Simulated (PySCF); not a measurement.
**First hyperpolarisability: `C(C)(C)=C=CF`, C₅H₇F**

Geometry:
```
atom   x (Å)   y (Å)   z (Å)
  C1   0.044   1.587   0.718
  C2  -0.121   0.141   0.354
  C3  -1.437  -0.490   0.697
  C4   0.831  -0.531  -0.236
  C5   1.793  -1.215  -0.773
  F6   1.956  -1.320  -2.110
  H7  -0.723   2.190   0.222
  H8  -0.090   1.722   1.796
  H9   1.025   1.965   0.435
 H10  -1.473  -1.536   0.398
 H11  -2.253   0.046   0.203
 H12  -1.618  -0.424   1.774
 H13   2.552  -1.762  -0.226
```

Computed, not measured: PySCF, quadratic response CAM-B3LYP/def2-TZVPD first hyperpolarisability, Taylor convention, gas phase. Geometry: PBE0-D3(BJ)/def2-TZVP.

**Question.** What is the first hyperpolarisability, and how does it disperse?

**Answer.** In au, Taylor convention; the vector part is βᵢ = ⅓ Σⱼ (βᵢⱼⱼ + βⱼᵢⱼ + βⱼⱼᵢ); β∥ is 3/5 of the vector part along the dipole, the dipole points from − to +:
| process | λ (nm) | β vector norm | β∥ | β HRS | depolarisation ratio |
| --- | --- | --- | --- | --- | --- |
| static β(0;0,0) | ∞ | 97.2 | -55.6 | 39.8 | 5.20 |
| second harmonic β(−2ω;ω,ω) | 1907 | 98.6 | -56.2 | 40.5 | 5.18 |
| Pockels β(−ω;ω,0) | 1907 | 97.7 | -55.8 | – | – |
| second harmonic β(−2ω;ω,ω) | 1064 | 101.6 | -57.5 | 42.0 | 5.14 |
| Pockels β(−ω;ω,0) | 1064 | 98.7 | -56.3 | – | – |

**Question.** Which lowest excitations, dipole and polarisabilities go with it?

**Answer.** S1 5.26 eV (f = 0.002); S2 6.47 eV (f = 0.000); S3 6.72 eV (f = 0.041); dipole 2.53 D; isotropic α 67.1 au static, 67.3 au at 1907 nm, 67.8 au at 1064 nm, 68.0 au at 953.5 nm, 70.2 au at 532 nm.
